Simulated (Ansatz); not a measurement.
Input for Ansatz (development build ahead of 0.2.0):

```yaml
crystal:
  periodic: [false, false, false]
  atoms:
    - { symbol: Li, position_ang: [0.0, 0.0, -1.15763] }
    - { symbol: S, position_ang: [0.0, 0.0, 1.15763] }
basis:
  gaussian: { orbitals: def2-SVP }
magnetization:
  initial_magnetization: 1
hamiltonian:
  xc: hf
correlation:
  method: ccsd_t
  frozen_orbitals: { Li: 0, S: 5 }
scf:
  omitted_lower_state_checks: [stability, starts, atomic_configurations, cluster_reference, orbital_swaps, given_window_search, neighbouring_geometries, increment]
```

The input is written out in the form of the current development build from the run's settings. Correlation on restricted open-shell orbitals is semicanonical, with singles.

Results

* Converged: yes
* Reference energy: -404.85748 hartree
* Correlation energy: -0.12942 hartree
* Total energy: -404.98690 hartree
